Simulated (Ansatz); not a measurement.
Species: C2H5NO, charge 0, singlet. C2H5NO (SMILES CC(N)=O).
B3LYP-D3(BJ)/def2-TZVP minimum from Ansatz (a program for electronic structure):
```
C
O 1 1.2153
N 1 1.3630 2 122.17
H 3 1.0031 1 122.48 2 -179.93
H 3 1.0062 4 119.15 1 -179.86
C 1 1.5156 2 122.10 3 -179.96
H 6 1.0899 1 108.49 2 -57.77
H 6 1.0899 7 109.20 1 124.50
H 6 1.0900 7 107.54 8 118.34
```

Total energies in cc-pVDZ, 24 correlated electrons, 4 frozen orbitals. Radicals and triplets start from unrestricted determinants; spin-orbit coupling is neglected. Cores are frozen in correlated methods. No relativity.

| method | program | energy (Eh) | minus CCSDT(Q) (mEh) |
|---|---|---|---|
| HF | Ansatz | -207.99578 | 676.90 |
| MP2 | Ansatz | -208.61862 | 54.06 |
| CCSD | Ansatz | -208.65018 | 22.50 |
| CCSD(T) | Ansatz | -208.67023 | 2.45 |
| CCSDT(Q) | Ansatz | -208.67268 | 0.00 |
